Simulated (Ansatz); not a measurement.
**SiH3 (silyl radical): UCCSD/6-31G(d) (spherical functions)**

Aim: the energy change on altering one bond length of SiH3 (silyl radical) at UCCSD/6-31G* (spherical functions), from 2 runs. 

Program for the calculation: Ansatz 0.2.0.

53 further runs of the same task are left out: 53 set aside as unsound or not needed.

## (1) The structure to begin with

The species is SiH3 (4 atoms), meant as a doublet with charge 0. As SMILES, `[SiH3]`. The shape is that of a PBE0-D4/def2-TZVP optimisation.

Bond lengths: Si1–H2 1.486 Å, Si1–H3 1.486 Å, Si1–H4 1.486 Å. Angles: H2–Si1–H3 111.2°, H2–Si1–H4 111.2°, H3–Si1–H4 111.2°.

## (2) A single-point energy at UCCSD/6-31G(d) (spherical functions)

molecule.yaml

```yaml
crystal:
  periodic: [false, false, false]
  atoms:
    - {symbol: Si, position_ang: [0.293780, -0.026900, -0.164030]}
    - {symbol: H, position_ang: [0.559150, 0.665300, 1.123900]}
    - {symbol: H, position_ang: [-0.224040, -1.401650, 0.060130]}
    - {symbol: H, position_ang: [-0.628890, 0.763250, -1.019990]}
basis:
  gaussian: {orbitals: 6-31G_st_-spherical.json}
accuracy: high
correlation: {method: ccsd, frozen_orbitals: {H: 0, Si: 5}}
magnetization: {spin_polarized: true, initial_magnetization: 1}
scf: {omitted_lower_state_checks: [cluster_reference, increment]}
```

The basis set 6-31G* is read from a file made from the Basis Set Exchange's data (not shown).

On the command line:

```console
ansatz run molecule.yaml --threads 1 --pin off --max-ram 3480MiB --events-out events.jsonl --progress --plain --runs-dir runs
```

What it wrote, shortened:

```text
Warning: RAYON_NUM_THREADS=1 ignored (pool sized by the plan → 1); use --threads N
Functional definition: HF
  name "HF"
[...]
454 factors; integrals over basis functions are off by at most 3.5e-9 eV
[...]
mean field -7907.76404362 eV, -290.6049685281 hartree, gradient 3.6e-8 eV, S^2 0.753990; 0 other end points of the search recorded, 0 dependent functions left out
5 core orbitals not correlated: weight in the atoms' cores, before any rotation towards them, 1.000 or more for the frozen orbitals, at most 0.000 for the correlated occupied ones
reference -7907.76404362 eV, -290.6049685281 hartree; 4, 3 occupied and 15, 16 virtual orbitals, 454 factors
second order -1.85431799 eV of doubles, -0.00000000 eV of singles
cycle   1  -2.26971361 eV  change   -4.2e-1 eV  update   5.2e-2
[...]
cycle  19  -2.46171648 eV  change   1.7e-11 eV  update  3.3e-10
Total energy: -7910.22576010 eV, -290.6954349399 hartree
Checks for a lower state left out: cluster_reference, increment
```

Wall time 0.4 s (1 thread of Arm Neoverse V1, shared host).

## (3) The distorted shape

input.yaml

```yaml
basis:
  gaussian:
    orbitals: 6-31G_st_-spherical.json
crystal:
  periodic: [false, false, false]
  atoms:
    - {symbol: Si, position_ang: [0.227429, -0.199971, -0.486052]}
    - {symbol: H, position_ang: [0.559150, 0.665300, 1.123900]}
    - {symbol: H, position_ang: [-0.290391, -1.574721, -0.261892]}
    - {symbol: H, position_ang: [-0.695241, 0.590179, -1.342012]}
magnetization:
  spin_polarized: true
  initial_magnetization: 1
correlation:
  method: ccsd
  frozen_orbitals: {H: 0, Si: 5}
accuracy: high
scf:
  omitted_lower_state_checks: [cluster_reference, increment]
```

The basis set 6-31G* is read from a file made from the Basis Set Exchange's data (not shown).

On the command line:

```console
ansatz run input.yaml --threads 1 --pin off --max-ram 3480MiB --events-out events.jsonl --progress --plain --runs-dir runs
```

What it wrote, shortened:

```text
Warning: RAYON_NUM_THREADS=1 ignored (pool sized by the plan → 1); use --threads N
Functional definition: HF
  name "HF"
[...]
452 factors; integrals over basis functions are off by at most 3.5e-9 eV
[...]
mean field -7906.88348172 eV, -290.5726084750 hartree, gradient 4.0e-8 eV, S^2 0.753456; 0 other end points of the search recorded, 0 dependent functions left out
5 core orbitals not correlated: weight in the atoms' cores, before any rotation towards them, 1.000 or more for the frozen orbitals, at most 0.000 for the correlated occupied ones
reference -7906.88348172 eV, -290.5726084750 hartree; 4, 3 occupied and 15, 16 virtual orbitals, 452 factors
second order -1.92548850 eV of doubles, -0.00000000 eV of singles
cycle   1  -2.37511291 eV  change   -4.5e-1 eV  update   6.1e-2
[...]
cycle  22  -2.61736308 eV  change  -2.3e-10 eV  update  4.8e-10
Total energy: -7909.50084480 eV, -290.6687947942 hartree
Checks for a lower state left out: cluster_reference, increment
```

Run time: 0.3 s. Hardware: 1 thread of Arm Neoverse V1, shared host.

## (4) Outcome

At UCCSD/6-31G* (spherical functions), 5 core orbitals frozen:

| quantity | value |
| --- | --- |
| first shape: total energy | -290.69543 Eh |
| first shape: correlation energy (5 core orbitals frozen) | -90.5 mEh |
| first shape: ⟨S²⟩ of the reference determinant | 0.754 |
| first shape: T1 diagnostic | 0.014 |
| distorted shape: total energy | -290.66879 Eh |
| distorted shape: correlation energy (5 core orbitals frozen) | -96.2 mEh |
| distorted shape: ⟨S²⟩ of the reference determinant | 0.753 |
| distorted shape: T1 diagnostic | 0.016 |
| energy change with the Si1–H2 bond stretched from 1.486 to 1.858 Å | 0.725 eV |

**Reading.** With the Si1–H2 bond stretched from 1.486 to 1.858 Å the energy rises by 0.72 eV (16.7 kcal/mol). The first shape isn't relaxed at this level, so the change isn't measured from a minimum.
